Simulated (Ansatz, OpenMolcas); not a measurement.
A ladder of methods for CH3Al (SMILES C[Al])

CH3Al has 5 atoms, charge 0, and is taken as a singlet. As SMILES, `C[Al]`. The coordinates come from a PBE0-D4/def2-TZVP relaxation.

Each level gives the vertical ionisation energy (to the doublet cation) (eV). The values are calculated.

```
            level                    kind     program  value (eV)
       HF/cc-pVTZ            Hartree–Fock      Ansatz        6.79
    SVWN5/cc-pVTZ                     LDA  OpenMolcas        7.81
     BLYP/cc-pVTZ                     GGA  OpenMolcas        7.59
   r2SCAN/cc-pVTZ                meta-GGA  OpenMolcas        7.58
   M06-2X/cc-pVTZ         hybrid meta-GGA  OpenMolcas        7.71
     PBE0/cc-pVTZ           global hybrid  OpenMolcas        7.67
CAM-B3LYP/cc-pVTZ  range-separated hybrid      Ansatz        7.78
  RPA@PBE/cc-pVTZ                     RPA      Ansatz        8.09
     CCSD/cc-pVTZ   coupled cluster or CI      Ansatz        7.81
```

The values span 6.79 to 8.09 eV.
